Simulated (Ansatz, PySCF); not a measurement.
This Ansatz (a program for electronic structure) input computes a CAM-B3LYP/def2-TZVPD energy:

Ansatz 0.2 input:
```yaml
crystal:
  periodic: [false, false, false]
  atoms:
    - {symbol: C, position_ang: [0.03618760, 0.60041534, 0.01001252]}
    - {symbol: N, position_ang: [0.01219895, -0.81758933, 0.09244576]}
    - {symbol: H, position_ang: [-0.95471660, 1.16629571, 0.01500298]}
    - {symbol: H, position_ang: [-0.48780604, -1.15122848, -0.74120501]}
    - {symbol: H, position_ang: [0.56688663, 1.01658913, 0.88942020]}
    - {symbol: H, position_ang: [0.57311778, 1.08897690, -0.87041363]}
basis:
  gaussian:
    orbitals: def2-TZVPD
hamiltonian:
  xc: {name: CAM-B3LYP}
total_charge: -1
output: {forces: true}
```

Write an input for the same energy in PySCF and say what it gives.


```python
from pyscf import gto, scf, dft

mol = gto.M(
    atom='''
    C     0.03618760    0.60041534    0.01001252
    N     0.01219895   -0.81758933    0.09244576
    H    -0.95471660    1.16629571    0.01500298
    H    -0.48780604   -1.15122848   -0.74120501
    H     0.56688663    1.01658913    0.88942020
    H     0.57311778    1.08897690   -0.87041363
    ''',
    basis='def2-tzvpd',
    charge=-1,
    spin=0,
    verbose=4,
)

mf = dft.RKS(mol, xc='camb3lyp').density_fit(auxbasis='def2-universal-jkfit')
mf.grids.level = 3
mf.conv_tol = 1e-9
mf.max_cycle = 100
mf.max_memory = 1500
mf.kernel()
if not mf.converged:
    mf = mf.newton()
    mf.kernel(mf.make_rdm1())
mf.analyze()
```
It gives -95.18908 Eh, and Ansatz -95.18903 Eh, a difference of 0.05 mEh, from the treatment of integrals and grids.

It need not be the lowest isomer of its formula. Whether it binds its extra electron was not tested at this geometry.
